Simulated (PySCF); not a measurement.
# Working out the ionisation energy of N

N [He] 2s2 2p3 (4S) → N⁺ [He] 2s2 2p2 (3P). Calculation: PySCF 2.14, in cc-pVTZ-DK; scalar relativity by spin-free X2C-1e. Frozen: 1s2. Energies in hartree (1 hartree = 27.21139 eV):

```json
{"part": "UHF", "N (lower)": "-54.429886", "N⁺ (upper)": "-53.919642"}
{"part": "CCSD correlation", "N (lower)": "-0.111786", "N⁺ (upper)": "-0.092547"}
{"part": "(T)", "N (lower)": "-0.002277", "N⁺ (upper)": "-0.001595"}
```

Question: What does Hartree-Fock give?

Answer: (-53.919642) − (-54.429886) = 0.510244 hartree = 13.884 eV.

Question: What do CCSD and CCSD(T) give?

Answer: The CCSD correlation energies differ by 0.019239 hartree = 0.524 eV and the triples by 0.000682 hartree = 0.019 eV, so CCSD gives 14.408 eV and CCSD(T) 14.427 eV.

Measured between the centres of the two terms (NIST): 14.545 eV, so CCSD(T) (valence) is off by -0.118 eV.

What remains against the reference includes basis incompleteness, the frozen core and higher excitations.
